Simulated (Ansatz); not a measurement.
Reaction (SMILES): P (PH3) → PH3+ (doublet, bonded as P) + e-
B3LYP-D3(BJ)/def2-TZVP geometries, fixed; electronic energies without zero-point terms.
Largest species:
```xyz
4

P      0.0029     0.0016     0.1282
H     -0.0038     1.1839    -0.6561
H      1.0120    -0.6137    -0.6568
H     -1.0521    -0.5944    -0.6098
```

Core correlation in the adiabatic ionisation energy at CCSD(T) with Ansatz (a first-principles code), in eV: frozen core against 1s of Al to Cl frozen alone. Core-valence sets carry the plain set on hydrogen. Open shells are unrestricted.

```json
[
 {"basis": "cc-pV(D+d)Z", "functions, most": "38", "frozen core": "9.513"},
 {"basis": "cc-pCVDZ", "functions, most": "42", "frozen core": "9.507"},
 {"basis": "cc-pV(T+d)Z", "functions, most": "81", "frozen core": "9.750"},
 {"basis": "cc-pCVTZ", "functions, most": "101", "frozen core": "9.753"},
 {"basis": "cc-pwCVTZ", "functions, most": "101", "frozen core": "9.754"},
 {"basis": "cc-pV(Q+d)Z", "functions, most": "154", "frozen core": "9.813"}
]
```

Question: How large is the core term in each set?

Answer: The largest core-valence set, cc-pwCVTZ, gives a core term of 0.023 eV; the valence set cc-pV(Q+d)Z, which lacks functions for the core, gives 0.019. By row: cc-pV(D+d)Z 0.016, cc-pCVDZ 0.010, cc-pV(T+d)Z 0.025, cc-pCVTZ 0.020, cc-pwCVTZ 0.023, cc-pV(Q+d)Z 0.019.
